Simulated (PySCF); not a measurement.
**CN+: bond curves at several levels of theory**

Aim: find the lowest electronic state of CN+, scan its bond at several levels of theory, and get bond length, wavenumber and dissociation energy from each curve.

Method: C def2-TZVPPD, N def2-TZVPPD, no relativity; program: PySCF 2.14.0.

### Step 1. Input

Settings of the job:

```yaml
atoms: C, N
charge: 1
basis: C def2-TZVPPD, N def2-TZVPPD
Hamiltonian: no relativity
basis_functions: 74
electrons_treated: 12
masses_in_u: 12.0000, 14.0031
levels: PBE0, PBE, r²SCAN, M06, M06-L, r²SCAN0, MN15, BLYP, ωB97X, HF, MP2, SCS-MP2, CCSD, CCSD(T)
grid: 80 radial by 434 angular points
occupations: held fixed by the projection of orbital angular momentum
dissociation_limit: C+ + N, each in its ground configuration
starting_distance_in_angstrom: 1.465
values_of_2S_to_try: 0, 2, 4
```

Command:

```
$ OMP_NUM_THREADS=1 python dia.py task.json out
```

Further steps of the session: The PBE0 curve of the state that the search chose; Other states along the same grid; PBE; r²SCAN; M06 (hybrid meta-GGA); M06-L; r²SCAN0; MN15 (hybrid meta-GGA); BLYP; ωB97X; ROHF; Correlated methods on the Hartree–Fock reference.

Q: Predict the outcome of this session. Wanted: for each run, Re; ωe; De; μ.

The runs gave:

Lowest PBE0 solution found, without spin–orbit coupling: ³Π (triplet), unpaired electrons σ ↑, π ↑. State 2 has its PBE0 minimum 0.30 eV higher, as a spin-mixed determinant (⟨S²⟩ = 1.02), so this is no gap between pure states. State 3 has its PBE0 minimum 0.92 eV higher. State 4 has its PBE0 minimum 1.37 eV higher, as a spin-mixed determinant (⟨S²⟩ = 1.00), so this is no gap between pure states. The other levels ran on the lowest alone.

| level | Re (Å) | ωe (cm⁻¹) | De (eV) | μ (D) |
| --- | --- | --- | --- | --- |
| ROHF | 1.183 | 2171 | 2.20 | -2.58 |
| ROHF-SCS-MP2 | 1.243 | 1633 | 4.71 | n/a |
| ROHF-CCSD | 1.234 | 1801 | 4.36 | n/a |
| ROHF-CCSD(T) | 1.248 | 1691 | 4.71 | n/a |
| PBE | 1.246 | 1732 | 6.07 | -1.64 |
| BLYP | 1.249 | 1704 | 5.78 | -1.58 |
| r²SCAN | 1.231 | 1809 | 5.47 | -1.97 |
| M06-L | 1.226 | 1837 | 5.59 | -2.02 |
| PBE0 | 1.226 | 1841 | 5.33 | -1.96 |
| r²SCAN0 | 1.216 | 1900 | 4.89 | -2.17 |
| M06 | 1.223 | 1848 | 5.15 | -2.03 |
| MN15 | 1.225 | 1857 | 5.11 | -2.14 |
| ωB97X | 1.223 | 1876 | 5.08 | -2.03 |

De is counted to C+ + N in their ground configurations. A positive dipole points from C to N; in an ion it is taken about the centre of mass and does not tell which atom is negative. No constants: ROHF-MP2 (the points don't follow one smooth fit).

What this shows: Bond lengths run from 1.183 Å (ROHF) to 1.249 Å (BLYP). Among the levels with a De in the table, it runs from 2.20 eV (ROHF) to 6.07 eV (PBE).

Correlated steps freeze 2 core orbitals. T1 is 0.055 near the minimum (highest on the curve 0.091), which may point to more than one leading configuration.
